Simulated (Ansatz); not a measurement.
# C4H9ClO: the cost of one run

Method: one geometry, several basis sets; program: Ansatz 0.2.0, Gaussian basis.

Plan: PBE0-D4/def2-SVP; ωB97M-V/def2-SVP; PBE0-D4/def2-QZVPP; ωB97M-V/def2-QZVPP; the functionals' def2-TZVPP values are taken from earlier runs.

## Step 1: The relaxed structure

The geometry comes from an earlier relaxation with PBE0-D4 in a triple-zeta def2 set; it is a stationary point, not always the lowest conformer.

SMILES `CCOCCCl`, 15 atoms, charge 0, spin multiplicity 1.

Atoms are counted from 1 here; the program's logs count them from 0.

Bond lengths: C1–C2 1.507 Å, C1–H7 1.092 Å, C1–H8 1.092 Å, C1–H9 1.092 Å, C2–O3 1.411 Å, C2–H10 1.099 Å, C2–H11 1.100 Å, O3–C4 1.402 Å, C4–C5 1.517 Å, C4–H12 1.098 Å, C4–H13 1.092 Å, C5–Cl6 1.780 Å, C5–H14 1.089 Å, C5–H15 1.089 Å. Angles: C2–C1–H7 110.6°, C2–C1–H8 110.5°, C2–C1–H9 110.3°, H7–C1–H8 108.3°, H7–C1–H9 108.5°, H8–C1–H9 108.6°, C1–C2–O3 108.5°, C1–C2–H10 110.2°, C1–C2–H11 110.7°, O3–C2–H10 110.9°, O3–C2–H11 109.5°, H10–C2–H11 107.2°, C2–O3–C4 114.3°, O3–C4–C5 111.3°, O3–C4–H12 111.3°, O3–C4–H13 107.3°, C5–C4–H12 109.8°, C5–C4–H13 109.2° and more.

## Step 2: PBE0-D4 in def2-SVP

in.yaml reads:

```yaml
crystal:
  periodic: [false, false, false]
  atoms:
    - {symbol: C, position_ang: [0.446402, -2.343122, -0.071559]}
    - {symbol: C, position_ang: [0.664135, -0.853372, -0.015423]}
    - {symbol: O, position_ang: [-0.448278, -0.216684, -0.606024]}
    - {symbol: C, position_ang: [-0.351401, 1.181287, -0.659320]}
    - {symbol: C, position_ang: [-0.805375, 1.814932, 0.642585]}
    - {symbol: Cl, position_ang: [-0.701489, 3.587814, 0.523268]}
    - {symbol: H, position_ang: [-0.453725, -2.621279, 0.479904]}
    - {symbol: H, position_ang: [0.331385, -2.674553, -1.105215]}
    - {symbol: H, position_ang: [1.297389, -2.867102, 0.368682]}
    - {symbol: H, position_ang: [0.793291, -0.528409, 1.026755]}
    - {symbol: H, position_ang: [1.578368, -0.573158, -0.559437]}
    - {symbol: H, position_ang: [0.673043, 1.501418, -0.892090]}
    - {symbol: H, position_ang: [-1.000201, 1.520751, -1.469965]}
    - {symbol: H, position_ang: [-0.181470, 1.513867, 1.483039]}
    - {symbol: H, position_ang: [-1.842075, 1.557598, 0.854789]}
basis:
  gaussian: {orbitals: def2-SVP}
hamiltonian: {xc: pbe0, dispersion: d4}
output: {orbitals: {seedname: orbitals}}
```

Started as:

```bash
$ ansatz run in.yaml --threads 2 --pin off --events-out ev --progress --plain --max-ram 22528MiB --backend cpu
```

**Question.** How long does this run take on 2 threads of AMD EPYC 7R13, shared host, and how much memory does it need?

About 3.4 s, with a peak of 0.39 GiB.
